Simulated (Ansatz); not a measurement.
# Tungsten, bcc: convergence with Fermi-Dirac smearing

Computed with Ansatz, r²SCAN, scalar-relativistic PAW, on the relaxed cell (a = 3.170 Å; spin not included). Errors count from a run at 500 eV on a Γ-centred 23×23×23 mesh with Fermi-Dirac smearing of 0.1 eV, extrapolated to zero width. Fixed here: cutoff 500 eV, mesh 14×14×14. The SCF starts from atomic densities corrected by a trained network.

```
width (eV)  E(σ→0) error (meV/atom)  F error (meV/atom)  P (GPa)  SCF iterations
      0.01                      9.7                 9.5     0.17               6
      0.03                      9.5                 8.6     0.17               6
       0.1                      8.8                 0.6    -0.03               6
       0.2                      7.8               -22.9    -0.12               6
       0.3                     10.0               -61.9     0.07               6
       0.6                     66.3              -315.9     3.20               6
       1.0                    201.0             -1085.2    14.04               6
```
